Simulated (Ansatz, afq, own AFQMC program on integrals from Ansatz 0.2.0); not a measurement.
**Where AFQMC and coupled cluster stand for SiH3⁺, triplet**

```xyz
4

Si    0.0000    0.0677   -0.0787
H     0.0000   -1.2255   -0.8234
H     0.4393   -0.3298    1.5083
H    -0.4393   -0.3298    1.5083
```

Basis cc-pVDZ. Noble-gas cores (and the filled d shells of Ga–Kr and In–Xe) are frozen. Integrals, coupled cluster, full CI and functionals: Ansatz 0.2.0; the random walks run on the same integrals in our own AFQMC program. The CISD trial takes its coefficients from CCSD amplitudes. Released means that phaseless walkers are propagated on without the constraint, phases kept. Free projection: walkers drawn from exp(T), propagated without any constraint. Its projection time is finite, and what remains of the start isn't in its error. Uncertainties: one standard error, sampling alone.

Determinant: UHF, the one that the program's search chose, which needn't be the lowest solution. The geometry is a PBE0/def2-TZVP stationary point of this or a neighbouring charge and spin state.

Full CI on the same integrals is exact in this basis and with this determinant's frozen core.

Cautions: lower spins were not checked.

* T1 diagnostic: 0.0172
* weight of the determinant in the CISD state: 0.934
* ⟨S²⟩ of the determinant: 2.005
* size of the correlated space: 6 electrons in 28 orbitals

Reference: full CI, correlation energy -2.793 eV. The released energy is read at 2.40 1/Eh (meV from the phaseless value at times in 1/Eh: -3 ± 3 at 0.24, -6 ± 3 at 0.51, -10 ± 3 at 0.99, -8 ± 3 at 1.62, -5 ± 3 at 2.40).

```csv
level,E − E(reference) (mEh),share of correlation (%)
HF,102.65,0.00
MP2,26.44,74.24
CCSD,2.75,97.32
CCSD(T),0.72,99.30
CCSDT,0.05,99.95
CCSDT(Q),0.01,99.99
ph-AFQMC/HF,0.66 ± 0.82,99.36
ph-AFQMC/CISD,0.36 ± 0.09,99.65
released AFQMC,0.17 ± 0.13,99.84
free AFQMC,-0.01 ± 0.22,100.01
```

CCSDT and higher add their correlation energy to the determinant of the CCSD(T) run, since their own runs factorise the integrals more tightly (a shift of under 2 meV). Free projections are given only where their last times agree within the noise and don't stop above the reference; a slow remainder of the start can still hide under it. A walk keeps the symmetry of its determinant, which the program's search chose and which needn't be the lowest solution, so a lower state of the same spin and another symmetry isn't excluded. Released energies are given only where the last usable release times agree within the noise; a slower fall can still hide under it.
